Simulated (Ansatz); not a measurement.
## What a trial cell of Ir₂C relaxes into

Method: DFT PBE, scalar-relativistic, plane waves, PAW in Ansatz 0.2.0. Cutoff 420 eV, Γ-centred k mesh, Gaussian smearing, no spin polarisation in the final step.

Ir₂C was placed on the cadmium chloride structure type (R-3m, No. 166), with C in place of Cd, Ir in place of Cl, at a guessed volume.

```yaml
crystal:
  lattice:
    - [1.50387, 0.86826, 4.54207]
    - [-1.50387, 0.86826, 4.54207]
    - [0.00000, -1.73652, 4.54207]
  atoms:
    - { symbol: Ir, position: [0.75000, 0.75000, 0.75000] }
    - { symbol: Ir, position: [0.25000, 0.25000, 0.25000] }
    - { symbol: C, position: [0.00000, 0.00000, 0.00000] }
```

Cell and atoms relax at zero pressure; the relaxation can't lower the symmetry of the start. After a coarse first stage the cell is made exact in the group found at 0.06 Å.

Energies over the elements count from the elements' standard structures at the same level, with no empirical corrections.

Problem. Which crystal results?

Solution. It keeps R-3m (No. 166). The result has the cadmium chloride structure. Conventional cell: a = 3.217 Å, c = 12.365 Å. Ir is coordinated by 3 C at 2.12 Å; around C lie 6 Ir at 2.12 Å.

```
Ir C
1.0
     1.60849    0.92866    4.12163
    -1.60849    0.92866    4.12163
     0.00000   -1.85732    4.12163
Ir C
2 1
Cartesian
  0.0000 0.0000 9.2703
  0.0000 0.0000 3.0946
  0.0000 0.0000 0.0000
```

Problem. What are its volume, energy, density and gap?

Solution. The volume per atom is 12.31 Å³, the density is 17.82 g/cm³ and the energy over the elements is 0.70 eV/atom. The gap on the 18×18×18 mesh is 0 eV (a metal).

The final run used a 18×18×18 mesh on its 3-atom cell and 0.10 eV smearing. The k mesh leaves about 4 meV/atom of noise in metals. Spin–orbit coupling is left out. Symmetry constrained the relaxation, so the result can be a saddle point.

Cost: 3 runs of about 1.2 core-minutes in all, on Intel Xeon 6975P-C (Granite Rapids) (shared hosts).